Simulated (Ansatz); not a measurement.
Mulliken charges of `O=[N+][O-]` radical from B3LYP/def2-TZVPP in Ansatz (PBE0-D4/def2-TZVP geometry).

```json
{"atom": "O1", "x (Å)": "0.384", "y (Å)": "0.982", "z (Å)": "0.320", "charge (e)": "-0.180"}
{"atom": "N2", "x (Å)": "0.227", "y (Å)": "-0.170", "z (Å)": "0.106", "charge (e)": "0.360"}
{"atom": "O3", "x (Å)": "-0.611", "y (Å)": "-0.812", "z (Å)": "-0.426", "charge (e)": "-0.180"}
```

By hand: the dipole of these point charges (1 e Å = 4.8032 D).

Σ q r = (0.123, -0.092, 0.057) e Å, of length 0.164 e Å = 0.79 D.

How does the dipole of the full density compare? (Estimate.)

The calculation gave: (0.051, -0.038, 0.024) e Å, 0.33 D; the point charges give 2.39 times that, at 0° from its direction.

Point charges leave out the atoms' own dipoles, such as those of lone pairs, and Mulliken's split depends on the basis, so the two needn't agree.

B3LYP here is the variant with VWN-RPA as its local correlation; programs differ in this.
